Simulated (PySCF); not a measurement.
**Molecular orbitals of SO**

PBE at R = 1.508 Å; PySCF, no relativity, basis sets S 6-31G(d,p), O 6-31G(d,p). State: ³Σ⁻ (triplet), unpaired electrons π ↑↑. Only the outer orbitals are listed, counted within each symmetry.

```json
{"spin": "α", "orbital": "5σ", "occ.": "1", "ε (eV)": "-26.97", "on S (%)": "24", "main shells (%)": "70 O s, 16 S s"}
{"spin": "α", "orbital": "6σ", "occ.": "1", "ε (eV)": "-16.69", "on S (%)": "74", "main shells (%)": "70 S s, 19 O s"}
{"spin": "α", "orbital": "7σ", "occ.": "1", "ε (eV)": "-10.90", "on S (%)": "40", "main shells (%)": "52 O p, 30 S p, 9 S s"}
{"spin": "α", "orbital": "2π", "occ.": "1", "ε (eV)": "-10.67", "on S (%)": "40", "main shells (%)": "60 O p, 39 S p"}
{"spin": "α", "orbital": "2π", "occ.": "1", "ε (eV)": "-10.67", "on S (%)": "40", "main shells (%)": "60 O p, 39 S p"}
{"spin": "α", "orbital": "3π", "occ.": "1", "ε (eV)": "-5.83", "on S (%)": "63", "main shells (%)": "62 S p, 37 O p"}
{"spin": "α", "orbital": "3π", "occ.": "1", "ε (eV)": "-5.83", "on S (%)": "63", "main shells (%)": "62 S p, 37 O p"}
{"spin": "α", "orbital": "8σ", "occ.": "0", "ε (eV)": "-0.59", "on S (%)": "95", "main shells (%)": "78 S p, 13 O p, 10 S d"}
{"spin": "α", "orbital": "9σ", "occ.": "0", "ε (eV)": "6.07", "on S (%)": "101", "main shells (%)": "100 S s"}
{"spin": "α", "orbital": "4π", "occ.": "0", "ε (eV)": "7.93", "on S (%)": "101", "main shells (%)": "100 S p"}
{"spin": "β", "orbital": "5σ", "occ.": "1", "ε (eV)": "-26.02", "on S (%)": "26", "main shells (%)": "67 O s, 17 S s"}
{"spin": "β", "orbital": "6σ", "occ.": "1", "ε (eV)": "-15.40", "on S (%)": "70", "main shells (%)": "67 S s, 21 O s, 9 O p"}
{"spin": "β", "orbital": "7σ", "occ.": "1", "ε (eV)": "-10.15", "on S (%)": "43", "main shells (%)": "49 O p, 31 S p, 11 S s"}
{"spin": "β", "orbital": "2π", "occ.": "1", "ε (eV)": "-9.35", "on S (%)": "42", "main shells (%)": "57 O p, 41 S p"}
{"spin": "β", "orbital": "2π", "occ.": "1", "ε (eV)": "-9.35", "on S (%)": "42", "main shells (%)": "57 O p, 41 S p"}
{"spin": "β", "orbital": "3π", "occ.": "0", "ε (eV)": "-4.18", "on S (%)": "60", "main shells (%)": "59 S p, 40 O p"}
{"spin": "β", "orbital": "3π", "occ.": "0", "ε (eV)": "-4.18", "on S (%)": "60", "main shells (%)": "59 S p, 40 O p"}
{"spin": "β", "orbital": "8σ", "occ.": "0", "ε (eV)": "0.04", "on S (%)": "95", "main shells (%)": "77 S p, 13 O p, 10 S s"}
```

Question: Which are the highest filled and the lowest empty level, where do they sit, and how wide is the gap?

Answer: Highest filled α 3π at -5.83 eV (in %: 62 S p, 37 O p); lowest empty β 3π at -4.18 eV (in %: 59 S p, 40 O p); the gap at PBE is 1.65 eV. Both belong to one degenerate shell, split only by its one-sided filling, so this is no excitation gap.

| Property | Result |
| --- | --- |
| bond order (Mayer) | 1.89 |
| ⟨S²⟩ | 2.003 |
| charge on S (Mulliken, basis-dependent) | 0.34 |
| charge on S (Löwdin, basis-dependent) | 0.35 |
| dipole moment (positive dipole means S(−)O(+)) | -1.38 D |
| polarisability along the bond | 23.2 bohr³ |
| polarisability across the bond | 10.8 bohr³ |

Shares are Mulliken populations and can fall outside 0 to 100 %.

The state is the lowest determinant that a PBE0 search found; another state may lie lower at other levels.
